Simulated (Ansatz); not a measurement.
# [CF3]+ (SMILES F[C+](F)F) at BCCD(T)/def2-SVPD

What is the vertical electron affinity of [CF3]+ at BCCD(T)/def2-SVPD? 

Program for the calculation: Ansatz 0.2.0.

2 further runs of the same task are left out: 2 set aside as unsound or not needed.

## Step 1: The structure to begin with

[CF3]+: 4 atoms, total charge +1, spin state singlet. As SMILES, `F[C+](F)F`. The shape is that of a PBE0-D4/def2-TZVP optimisation.

Bond lengths: F1–C2 1.230 Å, C2–F3 1.230 Å, C2–F4 1.230 Å. Angles: F1–C2–F3 120.0°, F1–C2–F4 120.0°, F3–C2–F4 120.0°.

## Step 2: A single-point energy at BCCD(T)/def2-SVPD

The input, molecule.yaml:

```yaml
crystal:
  periodic: [false, false, false]
  atoms:
    - {symbol: F, position_ang: [0.698600, -0.114600, 1.005400]}
    - {symbol: C, position_ang: [0.000000, 0.000000, -0.000000]}
    - {symbol: F, position_ang: [-0.609500, -0.973400, -0.439400]}
    - {symbol: F, position_ang: [-0.089000, 1.088000, -0.566000]}
basis:
  gaussian:
    orbitals: def2-SVPD
total_charge: 1
correlation:
  method: bccd_t
  frozen_orbitals: {C: 1, F: 1}
accuracy: high
scf:
  omitted_lower_state_checks: [cluster_reference, increment]
```

Command:

```sh
ansatz run molecule.yaml --threads 1 --pin off --max-ram 3480MiB --events-out events.jsonl --progress --plain --runs-dir runs
```

The program printed:

```text
Warning: RAYON_NUM_THREADS=1 ignored (pool sized by the plan → 1); use --threads N
Functional definition: HF
  name "HF"
  exchange = exact_x
  correlation = 0
these checks for a lower state are left out or cut short: cluster_reference, increment
1754 factors; integrals over basis functions are off by at most 2.5e-9 eV
mean field evaluation 1: about -9126.3708 eV, gradient 5.4e1 eV
mean field evaluation 2: about -9126.3747 eV, gradient 5.4e1 eV
mean field evaluation 4: about -9130.8063 eV, gradient 2.3e0 eV
mean field evaluation 8: about -9130.8213 eV, gradient 4.6e-5 eV
mean field -9130.82132705 eV, -335.5514946760 hartree, gradient 7.3e-8 eV, S^2 0.000000; 0 other end points of the search recorded, 0 dependent functions left out
4 core orbitals not correlated: weight in the atoms' cores, before any rotation towards them, 1.000 or more for the frozen orbitals, at most 0.000 for the correlated occupied ones
reference -9130.82132705 eV, -335.5514946760 hartree; 12, 12 occupied and 73, 73 virtual orbitals, 1754 factors
second order -18.71575245 eV of doubles, -0.00000000 eV of singles
cycle   1  -18.25644455 eV  change    4.6e-1 eV  update   1.1e-1
cycle   2  -18.72724244 eV  change   -4.7e-1 eV  update   3.9e-2
cycle   3  -18.82080478 eV  change   -9.4e-2 eV  update   1.7e-2
cycle   4  -18.79727598 eV  change    2.4e-2 eV  update   4.4e-3
cycle   5  -18.79011763 eV  change    7.2e-3 eV  update   1.2e-3
cycle   6  -18.79048972 eV  change   -3.7e-4 eV  update   2.9e-4
cycle   7  -18.79029250 eV  change    2.0e-4 eV  update   7.3e-5
cycle   8  -18.79021791 eV  change    7.5e-5 eV  update   1.5e-5
cycle   9  -18.79022837 eV  change   -1.0e-5 eV  update   5.1e-6
cycle  10  -18.79023157 eV  change   -3.2e-6 eV  update   1.3e-6
cycle  11  -18.79023241 eV  change   -8.4e-7 eV  update   4.0e-7
cycle  12  -18.79023313 eV  change   -7.1e-7 eV  update   1.0e-7
cycle  13  -18.79023311 eV  change    1.7e-8 eV  update   3.5e-8
cycle  14  -18.79023276 eV  change    3.5e-7 eV  update   1.0e-7
cycle  15  -18.79023289 eV  change   -1.3e-7 eV  update   3.1e-8
cycle  16  -18.79023287 eV  change    2.0e-8 eV  update   9.2e-9
cycle  17  -18.79023287 eV  change    6.1e-9 eV  update   3.9e-9
cycle  18  -18.79023287 eV  change  -7.1e-10 eV  update   1.6e-9
perturbative correction -0.59926091 eV, -0.0220224324 hartree
Total energy: -9150.21082083 eV, -336.2640454299 hartree
Checks for a lower state left out: cluster_reference, increment
```

It took 23 s on 1 thread of Arm Neoverse V1, shared host; peak memory 0.74 GiB.

## Step 3: Doublet neutral CF3, same level

The input, job.yaml:

```yaml
crystal:
  periodic: [false, false, false]
  atoms:
    - symbol: F
      position_ang: [0.698600, -0.114600, 1.005400]
    - symbol: C
      position_ang: [0.000000, 0.000000, -0.000000]
    - symbol: F
      position_ang: [-0.609500, -0.973400, -0.439400]
    - symbol: F
      position_ang: [-0.089000, 1.088000, -0.566000]
basis:
  gaussian: {orbitals: def2-SVPD}
magnetization: {spin_polarized: true, initial_magnetization: 1}
correlation: {method: bccd_t, frozen_orbitals: {C: 1, F: 1}}
accuracy: high
scf: {omitted_lower_state_checks: [cluster_reference, increment]}
```

Command:

```sh
ansatz run job.yaml --threads 1 --pin off --max-ram 3480MiB --events-out events.jsonl --progress --plain --runs-dir runs
```

The program printed:

```text
Warning: RAYON_NUM_THREADS=1 ignored (pool sized by the plan → 1); use --threads N
[... 4 set-up lines as earlier in the session ...]
these checks for a lower state are left out or cut short: cluster_reference, increment
1754 factors; integrals over basis functions are off by at most 2.5e-9 eV
mean field evaluation 1: about -9135.8263 eV, gradient 2.4e1 eV
mean field evaluation 2: about -9135.8313 eV, gradient 2.4e1 eV
mean field evaluation 4: about -9137.9355 eV, gradient 2.4e0 eV
mean field evaluation 8: about -9137.9956 eV, gradient 9.5e-2 eV
mean field -9137.99571355 eV, -335.8151485171 hartree, gradient 8.0e-8 eV, S^2 0.760364; 0 other end points of the search recorded, 0 dependent functions left out
4 core orbitals not correlated: weight in the atoms' cores, before any rotation towards them, 1.000 or more for the frozen orbitals, at most 0.000 for the correlated occupied ones
reference -9137.99571355 eV, -335.8151485171 hartree; 13, 12 occupied and 72, 73 virtual orbitals, 1754 factors
second order -18.37549881 eV of doubles, -0.00000000 eV of singles
cycle   1  -18.28841743 eV  change    8.7e-2 eV  update   9.0e-2
cycle   2  -18.64219323 eV  change   -3.5e-1 eV  update   2.7e-2
cycle   3  -18.72229247 eV  change   -8.0e-2 eV  update   1.4e-2
cycle   4  -18.71028605 eV  change    1.2e-2 eV  update   3.6e-3
cycle   5  -18.70610337 eV  change    4.2e-3 eV  update   1.3e-3
cycle   6  -18.70674965 eV  change   -6.5e-4 eV  update   4.0e-4
cycle   7  -18.70679806 eV  change   -4.8e-5 eV  update   1.5e-4
cycle   8  -18.70676700 eV  change    3.1e-5 eV  update   8.0e-5
cycle   9  -18.70678607 eV  change   -1.9e-5 eV  update   2.9e-5
cycle  10  -18.70677940 eV  change    6.7e-6 eV  update   1.1e-5
cycle  11  -18.70678590 eV  change   -6.5e-6 eV  update   3.7e-6
cycle  12  -18.70678873 eV  change   -2.8e-6 eV  update   1.1e-6
cycle  13  -18.70678792 eV  change    8.1e-7 eV  update   3.9e-7
cycle  14  -18.70678845 eV  change   -5.3e-7 eV  update   1.3e-7
cycle  15  -18.70678838 eV  change    7.3e-8 eV  update   5.4e-8
cycle  16  -18.70678839 eV  change   -1.5e-8 eV  update   3.2e-8
cycle  17  -18.70678809 eV  change    3.0e-7 eV  update   7.3e-8
cycle  18  -18.70678810 eV  change   -1.1e-8 eV  update   2.1e-8
cycle  19  -18.70678809 eV  change    6.5e-9 eV  update   1.3e-8
cycle  20  -18.70678809 eV  change  -8.5e-10 eV  update   9.2e-9
cycle  21  -18.70678809 eV  change  -2.0e-10 eV  update   4.3e-9
cycle  22  -18.70678809 eV  change   9.7e-10 eV  update   1.1e-9
perturbative correction -0.46915255 eV, -0.0172410383 hartree
Total energy: -9157.17165420 eV, -336.5198513379 hartree
Checks for a lower state left out: cluster_reference, increment
```

Wall time 99 s (1 thread of Arm Neoverse V1, shared host); peak memory 1.5 GiB.

## Step 4: Results

At BCCD(T)/def2-SVPD, 4 core orbitals frozen:

| quantity | value |
| --- | --- |
| singlet [CF3]+: total energy | -336.26405 Eh |
| singlet [CF3]+: correlation energy (4 core orbitals frozen) | -712.6 mEh |
| singlet [CF3]+: (T) correction | -22.02 mEh |
| doublet neutral CF3: total energy | -336.51985 Eh |
| doublet neutral CF3: correlation energy (4 core orbitals frozen) | -704.7 mEh |
| doublet neutral CF3: (T) correction | -17.24 mEh |
| doublet neutral CF3: ⟨S²⟩ of the reference determinant | 0.760 |
| vertical electron affinity (to the doublet neutral) | 6.961 eV |

**Reading.** At fixed nuclei the extra electron is bound by 6.96 eV (161 kcal/mol). The triples (singlet [CF3]+) make up 3.1 % of the correlation energy. The triples (doublet neutral CF3) make up 2.4 % of the correlation energy.
